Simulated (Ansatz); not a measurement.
Geometry optimisation, UKS B3LYP/6-31G* (Ansatz 0.2.0).

input.yaml

```yaml
crystal:
  periodic: [false, false, false]
  atoms:
    - { symbol: Si, position_ang: [0.004308, -1.0e-06, -0.298643] }
    - { symbol: F, position_ang: [-0.048564, 1.1e-05, 2.490901] }
    - { symbol: H, position_ang: [1.420268, -1.0e-06, -0.753808] }
    - { symbol: H, position_ang: [-0.703118, 1.225898, -0.755851] }
    - { symbol: H, position_ang: [-0.703117, -1.2259, -0.75585] }
    - { symbol: Cl, position_ang: [0.031622, -8.0e-06, 4.094651] }
magnetization:
  spin_polarized: true
  initial_magnetization: 1
basis:
  gaussian: { orbitals: "6-31G*" }
hamiltonian:
  xc: b3lyp
relax:
  f_tol: 0.03
  max_steps: 50
```

Launched with:

```bash
$ ansatz run input.yaml --threads 1 --pin off --max-ram 2048MiB --backend cpu --events-out ev --progress --plain --runs-dir out
```

Q: Where does it end, and by what steps?

A: The forces met the threshold. The force dipped under the threshold on the way, but the program's further checks kept it going. After 17 steps the energy has fallen by 3.936 eV; F2 moved furthest, 1.28 Å. Parted: F2–Cl6 (1.61 → 2.71 Å). Joined: Si1–F2 (2.79 → 1.62 Å).

| step | energy less start (eV) | largest force component (eV/Å) | accepted |
| --- | --- | --- | --- |
| 0 | 0.0000 | 3.171 | yes |
| 1 | -0.1099 | 2.251 | yes |
| 2 | -0.3288 | 1.694 | yes |
| 3 | -0.8253 | 3.675 | yes |
| 4 | -1.8301 | 5.165 | yes |
| 5 | -3.0249 | 4.442 | yes |
| 6 | -3.8204 | 1.333 | yes |
| 7 | -3.9005 | 0.608 | yes |
| 8 | -3.9209 | 0.054 | yes |
| 9 | -3.9234 | 0.045 | yes |
| 10 | -3.9247 | 0.093 | yes |
| 11 | -3.9254 | 0.278 | yes |
| 12 | -3.9280 | 0.128 | yes |
| 13 | -3.9308 | 0.019 | yes |
| 14 | -3.9345 | 0.056 | yes |
| 15 | -3.9347 | 0.081 | yes |
| 16 | -3.9355 | 0.016 | yes |
| 17 | -3.9356 | 0.017 | yes |

```xyz
6
Properties=species:S:1:pos:R:3
Si 0.114 0.000 0.008
F 0.756 0.000 1.501
H 1.232 0.000 -0.966
H -0.713 1.219 -0.161
H -0.713 -1.219 -0.161
Cl -0.675 0.000 3.801
```

Whether the end is a true minimum wasn't checked by a vibrational analysis.

Run time: 64 s on 1 thread of Arm Neoverse V2 (shared host), peak memory 0.15 GiB.
